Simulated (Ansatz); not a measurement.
C3H6, SMILES `C[C]C` (near-degenerate singlet) (charge 0, multiplicity 1). This singlet lies within 0.05 eV of the relaxed triplet at the level frozen-core CCSD(T)/cc-pVTZ // B3LYP-D3(BJ)/def2-TZVP (Ansatz, a first-principles code).

Method: frozen-core CCSD(T)/6-31g // B3LYP-D3(BJ)/def2-TZVP run with Ansatz.

Ansatz 0.2 input:
```yaml
crystal:
  periodic: [false, false, false]
  atoms:
    - { symbol: C, position_ang: [-1.20874, -0.152873, -0.05066] }
    - { symbol: C, position_ang: [-0.049781, 0.431115, -0.732243] }
    - { symbol: C, position_ang: [1.204593, 0.190716, -0.013078] }
    - { symbol: H, position_ang: [-1.562195, 0.739654, 0.501841] }
    - { symbol: H, position_ang: [-1.021538, -0.936275, 0.701727] }
    - { symbol: H, position_ang: [-2.031805, -0.419887, -0.714472] }
    - { symbol: H, position_ang: [1.556343, -0.7063, -0.559502] }
    - { symbol: H, position_ang: [1.972047, 0.946504, -0.183794] }
    - { symbol: H, position_ang: [1.141078, -0.092655, 1.050181] }
basis:
  gaussian: { orbitals: "6-31g" }
correlation:
  method: ccsd_t
```

Output:

```
Functional definition: HF
573 factors; integrals over basis functions are off by at most 2.0e-4 eV
mean field evaluation 1: about -3180.0223 eV, gradient 2.1e1 eV
mean field evaluation 2: about -3180.0209 eV, gradient 2.1e1 eV
mean field evaluation 4: about -3181.5561 eV, gradient 2.1e0 eV
mean field evaluation 8: about -3181.5811 eV, gradient 1.2e-2 eV
mean field evaluation 16: about -3181.5831 eV, gradient 4.0e-1 eV
mean field -3181.58112601 eV, -116.9209498279 hartree, gradient 2.0e-6 eV, S^2 0.000000; 1 other end points of the search recorded, 0 dependent functions left out; unrestricted orbitals would lower it
mean field evaluation 32: about -3181.8073 eV, gradient 4.6e-1 eV
3 core orbitals not correlated
reference -3181.58112601 eV, -116.9209498279 hartree; 9, 9 occupied and 27, 27 virtual orbitals, 573 factors
second order -6.76247321 eV of doubles, -0.00000000 eV of singles
cycle   1  -7.51406672 eV  change   -7.5e-1 eV  update   7.4e-2
cycle   2  -7.86023565 eV  change   -3.5e-1 eV  update   2.9e-2
cycle   3  -7.91933643 eV  change   -5.9e-2 eV  update   1.2e-2
cycle   4  -7.92038399 eV  change   -1.0e-3 eV  update   5.6e-3
cycle   5  -7.91946369 eV  change    9.2e-4 eV  update   2.4e-3
cycle   6  -7.91979656 eV  change   -3.3e-4 eV  update   8.5e-4
cycle   7  -7.91993042 eV  change   -1.3e-4 eV  update   2.8e-4
cycle   8  -7.92001794 eV  change   -8.8e-5 eV  update   9.0e-5
cycle   9  -7.92004280 eV  change   -2.5e-5 eV  update   3.2e-5
cycle  10  -7.92004920 eV  change   -6.4e-6 eV  update   1.1e-5
perturbative correction -0.19297608 eV, -0.0070917403 hartree
Total energy: -3189.69415130 eV, -117.2190980080 hartree
```
